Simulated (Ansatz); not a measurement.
hcp Ti

Level of theory: HSE06 (plane waves, PAW; Ansatz, a quantum-chemistry and plane-wave program).

Numerical settings: plane-wave cutoff 520 eV, 12×12×8 k mesh (along the axes of the cell as run), Fermi–Dirac smearing 0.083 eV (set by the program), no spin polarisation, scalar-relativistic PAW data made under PBE.

Cell: relaxed at this level.

- elastic constant C11: 221 GPa
- elastic constant C12: 86.4 GPa
- elastic constant C13: 74.0 GPa
- elastic constant C33: 234 GPa
- elastic constant C44: 68.5 GPa
- elastic constant C66: 67.5 GPa
- Voigt–Reuss–Hill bulk modulus: 127 GPa
- Voigt–Reuss–Hill shear modulus (Hill average): 70.3 GPa
- Young modulus: 178 GPa
- Poisson ratio: 0.267

Measured, for comparison: elastic constant C11 176 GPa, elastic constant C12 87 GPa, elastic constant C13 68 GPa, elastic constant C33 191 GPa, elastic constant C44 51 GPa (4 K, zero-point motion not removed; as tabulated in Ferrari et al. (2019), arXiv:1905.01197). Computed (rounded) less measured: elastic constant C11 +26 %, elastic constant C12 -0.7 %, elastic constant C13 +9 %, elastic constant C33 +23 %, elastic constant C44 +34 %.

Note: hybrids on metals are sensitive to the k mesh; the run warned that the count of filled bands differs between k points.

Elastic constants are with the ions relaxed.

Computed values are for the static lattice.
